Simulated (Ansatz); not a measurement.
This geometry of CH$_{2}$O$_{3}$ (6 atoms, charge 0, multiplicity 1) is a first-order saddle point.

Computed with Ansatz 0.2.0, RKS LDA/def2-SVP.

```xyz
6
Properties=species:S:1:pos:R:3
O -0.603 -1.135 0.685
C -0.157 -0.245 0.010
O 1.148 -0.024 -0.173
O -0.886 0.623 -0.711
H 1.612 -0.718 0.344
H -1.071 1.434 -0.201
```

Q: Which two structures does it join? (They come from a converged band through this point; their orientation in space is the band's.)

A: No bond is made or broken. The dihedral O1–C2–O4–H6 goes from 0 to 180°.

Initial state:

```xyz
6
Properties=species:S:1:pos:R:3
O -0.646 -0.871 0.740
C -0.045 -0.080 0.052
O 1.255 -0.126 -0.217
O -0.581 0.975 -0.554
H 1.591 -0.917 0.253
H -1.532 0.955 -0.320
```

Final state:

```xyz
6
Properties=species:S:1:pos:R:3
O -0.543 -1.159 0.915
C -0.250 -0.236 0.208
O 0.990 0.019 -0.256
O -1.105 0.680 -0.229
H 1.567 -0.689 0.101
H -0.616 1.322 -0.786
```

Q: How far does it lie above each of them?

A: 0.49 eV above the first and 0.40 eV above the second. This is the barrier of this one path; another mechanism may lie lower.

Run time: 52 s on 1 thread of Arm Neoverse V1, on a shared host, peak memory 0.22 GiB.
